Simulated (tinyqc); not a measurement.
The basis set: RHF and MP2 along a ladder of basis sets, for H2O, spin multiplicity 1. Computed by the program tinyqc with PySCF. Command: `OMP_NUM_THREADS=1 python tinyqc.py 111642 111643 out.jsonl`; one thread of a shared host (Intel(R) Xeon(R) Processor @ 2.60GHz), about 2 s.

Geometry (angstrom):
```
atom       x        y       z
O     0.0000   0.0000  0.0000
H     0.0000   0.7510  0.5460
H     0.0000  -0.7510  0.5460
```

Same geometry throughout; the dipole is taken about the origin.

RHF and frozen-core MP2 in a ladder of bases:
```
basis        functions  E(RHF) (hartree)  E(MP2 corr) (hartree)  HOMO (eV)  LUMO (eV)  dipole (debye)
sto-3g               7         -74.95520               -0.03266    -10.632     17.099           1.738
3-21g               13         -75.58297               -0.11840    -13.036      7.436           2.375
6-31g               13         -75.98382               -0.12496    -13.646      5.750           2.557
6-31g**             24         -76.02261               -0.19222    -13.536      6.055           2.097
cc-pvdz             24         -76.02614               -0.19931    -13.447      5.198           1.975
aug-cc-pvdz         41         -76.04126               -0.21667    -13.905      0.985           1.919
cc-pvtz             58         -76.05738               -0.25915    -13.764      3.966           1.946
```

From cc-pVDZ to cc-pVTZ the RHF energy falls by 31.2 mhartree and the correlation energy by 59.8. If valence correlation converges as X^-3, (27 E(T) - 8 E(D))/19 gives -0.2844 hartree, a rough estimate from such small X that usually falls short; STO-3G holds about 11 % of it. Beyond STO-3G the LUMO moves by 6.5 eV and the HOMO by 0.9 eV; diffuse functions lower the positive LUMO sharply, since an unbound virtual level tracks the most diffuse function.
